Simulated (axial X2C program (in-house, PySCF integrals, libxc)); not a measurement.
Photoelectron levels of AlS⁻ by EOM-IP-CCSD

Computed with an in-house all-electron X2C program for linear molecules (integrals from PySCF): two-component X2C with atomic mean-field Coulomb and Gaunt terms, Gaussian nuclei, basis S dyall-av3z, Al dyall-av3z with contracted cores.

R = 2.105 Å (near the PBE0 minimum at charge -1 of the determinant lowest at the starting distance; the state shown can have its own minimum elsewhere).

Hartree–Fock spinors of AlS⁻ (one of each Kramers pair; a window near the gap, which can cut inner shells):

```
  ω  occupied  ε (eV)                    character
1/2       yes  -18.03   68% S s, 12% Al p, 8% Al s
1/2       yes   -6.89    59% S p, 30% Al s, 5% S s
1/2       yes   -3.83   75% S p, 12% Al p, 8% Al d
3/2       yes   -3.77   75% S p, 13% Al p, 8% Al d
1/2       yes   -2.79  36% Al p, 34% Al s, 22% S p
1/2        no    3.01                     99% Al p
3/2        no    3.01                     99% Al p
1/2        no    3.04            91% Al p, 7% Al s
1/2        no    3.75    77% Al s, 9% S p, 9% Al p
1/2        no    5.52   48% S p, 35% Al d, 8% Al s
1/2        no    5.55   51% Al p, 38% Al d, 6% S p
```

Vertical detachment energies of AlS⁻ to the states of AlS:

```json
{"Ω of AlS": "1/2", "vertical detachment energy (eV)": "2.763", "above lowest (cm⁻¹)": "0", "ionised spinor": "35% Al pσ, 30% Al sσ, 26% S pσ", "one-hole weight": "0.94"}
{"Ω of AlS": "3/2", "vertical detachment energy (eV)": "3.408", "above lowest (cm⁻¹)": "5201", "ionised spinor": "75% S pπ, 13% Al pπ, 8% Al dπ", "one-hole weight": "0.92"}
{"Ω of AlS": "1/2", "vertical detachment energy (eV)": "3.451", "above lowest (cm⁻¹)": "5548", "ionised spinor": "75% S pπ, 12% Al pπ, 8% Al dπ", "one-hole weight": "0.92"}
{"Ω of AlS": "1/2", "vertical detachment energy (eV)": "6.043", "above lowest (cm⁻¹)": "26450", "ionised spinor": "55% S pσ, 33% Al sσ", "one-hole weight": "0.85"}
```

How far does the lowest EOM-IP-CCSD energy lie from the Koopmans value −ε of the highest filled spinor?

2.763 eV against 2.79 eV, a shift of -0.03 eV: relaxation of the final state lowers the energy and the loss of correlation raises it.

What is the splitting of the first π pair in the table, and is it regular or inverted?

E(3/2) − E(1/2) = 5201 − 5548 = -347 cm⁻¹ at EOM-IP-CCSD: inverted, Ω = 3/2 lower. Splittings at this level can be off by ten to twenty per cent.

This point took 4.5 s on 1 thread of Arm Neoverse V2, with other jobs on the host.

Reference electrons by ω block (each with its −ω partner): 1/2: 12, 3/2: 3. 10 electrons of AlS⁻ correlated (inner shells frozen), 94 natural virtual spinors (a truncated set); levels can be off by some tenths of an eV. Roots sought by Ω: (1/2: 4, 3/2: 3, 5/2: 1); rows need 60 % one-particle weight and stop where some Ω has no more roots. Missing are any skipped roots, higher Ω and states of a further excitation; these come out far too high here and may in truth be low or lowest. T1 of the reference 0.018 (Lee–Taylor). Number of frozen shells: S 2 s, 1 p; Al 2 s, 1 p.
